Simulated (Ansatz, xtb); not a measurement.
# Two isomers of C3H3FO2

We compare I, `O=C(O)/C=C/F`, a singlet, with II, `O=C1C[C@H](F)O1`, a singlet. Both are isolated molecules in the gas phase, relaxed with B3LYP/def2-SVP; the shapes shown needn't be the lowest conformers.

I (Å):

```
atom    x (Å)    y (Å)    z (Å)
   C  -2.6078  -1.4260   0.2721
   C  -2.0879  -0.1800  -0.3236
   C  -2.2677   1.0208   0.2362
   F  -1.7937   2.1319  -0.3125
   O  -2.4612  -2.5233  -0.2101
   O  -3.2781  -1.2245   1.4324
   H  -3.5733  -2.1000   1.7343
   H  -1.5389  -0.2846  -1.2608
   H  -2.8065   1.1961   1.1715
```

II (Å):

```yaml
atoms:
  - { symbol: C, position_ang: [-2.1668, -0.4151, 1.7733] }
  - { symbol: C, position_ang: [-0.6575, -0.6528, 1.8147] }
  - { symbol: C, position_ang: [-0.7096, 0.3892, 2.9363] }
  - { symbol: F, position_ang: [-0.3866, -0.0852, 4.1621] }
  - { symbol: O, position_ang: [-3.1085, -0.7760, 1.1516] }
  - { symbol: O, position_ang: [-2.1296, 0.5172, 2.7933] }
  - { symbol: H, position_ang: [-0.1230, -0.3783, 0.8946] }
  - { symbol: H, position_ang: [-0.3581, -1.6556, 2.1512] }
  - { symbol: H, position_ang: [-0.2058, 1.3570, 2.7890] }
```

Quicker runs give these differences E(II) − E(I): GFN2-xTB −22.4 kJ/mol; HF/STO-3G −117.2 kJ/mol (at GFN2-xTB geometries); r2SCAN-D4/def2-SVP +10.3 kJ/mol (at GFN2-xTB geometries).

Question: Estimate E(II) − E(I) at the level CCSD(T)/def2-SVP + ΔMP2/def2-TZVPP.

Answer: Calculated at CCSD(T)/def2-SVP + ΔMP2/def2-TZVPP: E(II) − E(I) = +10.6 kJ/mol, so structure I lies lower.

The same difference at several levels:

| level | geometry | E(II) − E(I) (kJ/mol) | departure from the last row (kJ/mol) | job, with rough time for the two |
| --- | --- | --- | --- | --- |
| GFN2-xTB | GFN2-xTB | −22.4 | −33.1 | optimisation, 0.097 s |
| HF/STO-3G | GFN2-xTB | −117.2 | −127.9 | single point, 0.3 s |
| r2SCAN-D4/def2-SVP | GFN2-xTB | +10.3 | −0.4 | single point, 3.2 s |
| B3LYP/def2-SVP | B3LYP/def2-SVP | +17.8 | +7.1 | optimisation, 36 s |
| HF/def2-SVP | B3LYP/def2-SVP | +24.7 | +14.1 | part of the CCSD(T) run |
| MP2/def2-SVP | B3LYP/def2-SVP | +11.3 | +0.7 | part of the CCSD(T) run |
| CCSD(T)/def2-SVP | B3LYP/def2-SVP | +13.7 | +3.1 | single point |
| CCSD(T)/def2-SVP + ΔMP2/def2-TZVPP | B3LYP/def2-SVP | +10.6 |  | single point, 32 s |

As drawn, II has 1 C–C, 1 C–O, 1 C–H in place of 1 C=C, 1 O–H. Structure I has no ring, II a 4-membered ring.

GFN2-xTB, HF/STO-3G put the two in the other order. The largest departure from CCSD(T)/def2-SVP + ΔMP2/def2-TZVPP is that of HF/STO-3G, 127.9 kJ/mol. The last row adds to CCSD(T) the change of the MP2 difference between the two basis sets, here −3.1 kJ/mol.

With harmonic frequencies from B3LYP/def2-SVP (ideal gas, rigid rotor, one conformer each, 298.15 K, 1 atm): on the last row, ΔE + ΔZPE = +12.7, ΔH = +10.5, ΔG = +15.4 kJ/mol.

The correlated steps freeze 6 core orbitals. Mirror images aren't counted in ΔG. Codes used: Ansatz 0.2.0, xtb 6.7.1; the last row on 2 threads of Arm Neoverse V1 on a shared host.
